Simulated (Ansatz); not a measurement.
**UCCSD(T)/STO-3G run of SiHCl2 (SMILES Cl[SiH]Cl)**

Aim: the vertical ionisation energy of SiHCl2 at UCCSD(T)/STO-3G, from 2 runs. 

Program for the calculation: Ansatz 0.2.0.

68 further runs of the same task are left out: 9 that didn't finish, 59 set aside as unsound or not needed.

### Step 1. The system as given

SiHCl2: 4 atoms, total charge 0, spin state doublet. As SMILES, `Cl[SiH]Cl`. The shape is that of a PBE0-D4/def2-TZVP optimisation.

Bond lengths: Cl1–Si2 2.047 Å, Si2–Cl3 2.047 Å, Si2–H4 1.488 Å. Angles: Cl1–Si2–Cl3 110.2°, Cl1–Si2–H4 108.0°, Cl3–Si2–H4 108.0°.

### Step 2. The energy at UCCSD(T)/STO-3G

Contents of run.yaml:

```yaml
crystal:
  periodic: [false, false, false]
  atoms:
    - {symbol: Cl, position_ang: [-1.646600, 0.177800, 0.889400]}
    - {symbol: Si, position_ang: [0.187600, -0.414200, 0.200000]}
    - {symbol: Cl, position_ang: [0.250900, -0.281300, -1.841700]}
    - {symbol: H, position_ang: [1.208200, 0.517700, 0.752400]}
basis:
  gaussian:
    orbitals: STO-3G
magnetization:
  spin_polarized: true
  initial_magnetization: 1
correlation:
  method: ccsd_t
  frozen_orbitals: {Cl: 5, H: 0, Si: 5}
accuracy: high
scf:
  omitted_lower_state_checks: [cluster_reference, increment]
```

On the command line:

```bash
$ ansatz run run.yaml --threads 1 --pin off --max-ram 2610MiB --events-out events.jsonl --progress --plain --runs-dir runs
```

Output (excerpt; [...] marks lines left out):

```text
Warning: RAYON_NUM_THREADS=1 ignored (pool sized by the plan → 1); use --threads N
Functional definition: HF
  name "HF"
[...]
508 factors; integrals over basis functions are off by at most 1.7e-8 eV
[...]
mean field -32528.63130283 eV, -1195.4051516806 hartree, gradient 9.0e-8 eV, S^2 0.751869; 0 other end points of the search recorded, 0 dependent functions left out
15 core orbitals not correlated: weight in the atoms' cores, before any rotation towards them, 1.000 or more for the frozen orbitals, at most 0.000 for the correlated occupied ones
reference -32528.63130283 eV, -1195.4051516806 hartree; 10, 9 occupied and 3, 4 virtual orbitals, 508 factors
second order -0.95762492 eV of doubles, -0.00000000 eV of singles
cycle   1  -1.17835856 eV  change   -2.2e-1 eV  update   5.0e-2
[...]
cycle  19  -1.32026221 eV  change   4.8e-11 eV  update   2.3e-9
perturbative correction -0.03196437 eV, -0.0011746690 hartree
Total energy: -32529.98352941 eV, -1195.4548450911 hartree
Checks for a lower state left out: cluster_reference, increment
```

Run time: 0.32 s. Hardware: 1 thread of Arm Neoverse V2, shared host.

### Step 3. The singlet cation, same level

Contents of job.yaml:

```yaml
crystal:
  periodic: [false, false, false]
  atoms:
    - {symbol: Cl, position_ang: [-1.646600, 0.177800, 0.889400]}
    - {symbol: Si, position_ang: [0.187600, -0.414200, 0.200000]}
    - {symbol: Cl, position_ang: [0.250900, -0.281300, -1.841700]}
    - {symbol: H, position_ang: [1.208200, 0.517700, 0.752400]}
basis:
  gaussian: {orbitals: STO-3G}
total_charge: 1
correlation: {method: ccsd_t, frozen_orbitals: {Cl: 5, H: 0, Si: 5}}
accuracy: high
scf: {omitted_lower_state_checks: [cluster_reference, increment]}
```

On the command line:

```bash
$ ansatz run job.yaml --threads 1 --pin off --max-ram 2610MiB --events-out events.jsonl --progress --plain --runs-dir runs
```

Output (excerpt; [...] marks lines left out):

```text
Warning: RAYON_NUM_THREADS=1 ignored (pool sized by the plan → 1); use --threads N
Functional definition: HF
  name "HF"
[...]
508 factors; integrals over basis functions are off by at most 1.7e-8 eV
[...]
mean field -32520.93792777 eV, -1195.1224253621 hartree, gradient 9.5e-8 eV, S^2 0.000000; 0 other end points of the search recorded, 0 dependent functions left out
15 core orbitals not correlated: weight in the atoms' cores, before any rotation towards them, 1.000 or more for the frozen orbitals, at most 0.000 for the correlated occupied ones
reference -32520.93792777 eV, -1195.1224253621 hartree; 9, 9 occupied and 4, 4 virtual orbitals, 508 factors
second order -1.68720469 eV of doubles, -0.00000000 eV of singles
cycle   1  -1.93841570 eV  change   -2.5e-1 eV  update   9.6e-2
[...]
cycle  22  -2.20423739 eV  change   3.3e-10 eV  update  7.7e-10
perturbative correction -0.12097420 eV, -0.0044457198 hartree
Total energy: -32523.26313936 eV, -1195.2078753119 hartree
Checks for a lower state left out: cluster_reference, increment
```

It took 0.24 s on 1 thread of Arm Neoverse V2, shared host.

### Step 4. What came out

At UCCSD(T)/STO-3G, 15 core orbitals frozen:

| quantity | value |
| --- | --- |
| doublet SiHCl2: total energy | -1195.45485 Eh |
| doublet SiHCl2: correlation energy (15 core orbitals frozen) | -49.7 mEh |
| doublet SiHCl2: (T) correction | -1.17 mEh |
| doublet SiHCl2: ⟨S²⟩ of the reference determinant | 0.752 |
| doublet SiHCl2: T1 diagnostic | 0.009 |
| singlet cation: total energy | -1195.20788 Eh |
| singlet cation: correlation energy (15 core orbitals frozen) | -85.4 mEh |
| singlet cation: (T) correction | -4.45 mEh |
| singlet cation: T1 diagnostic | 0.024 |
| vertical ionisation energy (to the singlet cation) | 6.720 eV |

**Reading.** The vertical ionisation energy comes to 6.72 eV (155 kcal/mol). Only the singlet of the ionised species was computed; a triplet could lie lower. In a minimal basis such a difference can be off by several eV, whatever the method. The triples (doublet SiHCl2) make up 2.4 % of the correlation energy. The T1 diagnostic (singlet cation) of 0.024 is above the customary mark for such species, so a single reference may not serve. The triples (singlet cation) make up 5.2 % of the correlation energy.
